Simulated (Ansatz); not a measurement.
**FH2MgN: single points off equilibrium**

The task here is to estimate one member of a computed series from the others.

Computed with Ansatz 0.2.0, Gaussian basis. Level: single points in def2-TZVPP.

Cores are frozen in the correlated methods. The outer core shell of Li, Na, Mg and K is correlated.

### Starting geometry

SMILES `[NH2][Mg][F]`, 5 atoms, charge 0, spin multiplicity 1.

Atoms are counted from 1 here; the program's logs count them from 0.

Bond lengths: N1–Mg2 1.890 Å, N1–H4 0.974 Å, N1–H5 0.996 Å, Mg2–F3 1.688 Å. Angles: Mg2–N1–H4 106.8°, Mg2–N1–H5 109.8°, H4–N1–H5 105.0°, N1–Mg2–F3 124.9°.

Coordinates:

| atom | x (Å) | y (Å) | z (Å) |
| --- | --- | --- | --- |
| N1 | -0.6191 | 0.6497 | -0.2482 |
| Mg2 | -0.1510 | -0.8141 | 0.8521 |
| F3 | 1.3394 | -1.6055 | 0.8248 |
| H4 | 0.1437 | 1.2546 | -0.2502 |
| H5 | -0.7115 | 0.3469 | -1.1925 |

Set-up of the first run:

Input file run/in.yaml:

```yaml
crystal:
  periodic: [false, false, false]
  atoms:
    - {symbol: N, position_ang: [-0.619100, 0.649700, -0.248200]}
    - {symbol: Mg, position_ang: [-0.151000, -0.814100, 0.852100]}
    - {symbol: F, position_ang: [1.339400, -1.605500, 0.824800]}
    - {symbol: H, position_ang: [0.143700, 1.254600, -0.250200]}
    - {symbol: H, position_ang: [-0.711500, 0.346900, -1.192500]}
basis:
  gaussian: {orbitals: def2-TZVPP}
correlation: {method: ccsd_t}
output: {forces: true}
```

No record of the launch command was kept for these runs.

Among the steps run: CCSD(T)/def2-TZVPP; PBE0-D4/def2-TZVPP; wB97M-V/def2-TZVPP; r2SCAN-D4/def2-TZVPP; PBE-D4/def2-TZVPP; BHLYP-D4/def2-TZVPP; r2SCAN0-D4/def2-TZVPP.

One of the session's tables, all rows but one given; the rest of the session is left out.

| method | RMS force component (eV/Å) | angle to CCSD(T) forces (°) | dipole (D) |
| --- | --- | --- | --- |
| CCSD(T) | 1.006 | reference | 3.83 |
| PBE0-D4 | 0.990 | 1.3 | 3.67 |
| wB97M-V | 0.996 | 3.1 | 3.65 |
| r2SCAN-D4 | 1.008 | 1.4 | 3.66 |
| PBE-D4 | 1.166 | 6.4 | 3.42 |
| BHLYP-D4 | 0.832 | 8.1 | 3.80 |
| r2SCAN0-D4 | ? | ? | ? |

Estimate the missing values for r2SCAN0-D4.

The run gave: RMS force component (eV/Å): 0.897; angle to CCSD(T) forces (°): 4.8; dipole (D): 3.80. In the column «RMS force component (eV/Å)» it lies between BHLYP-D4 (0.832) and PBE0-D4 (0.990).
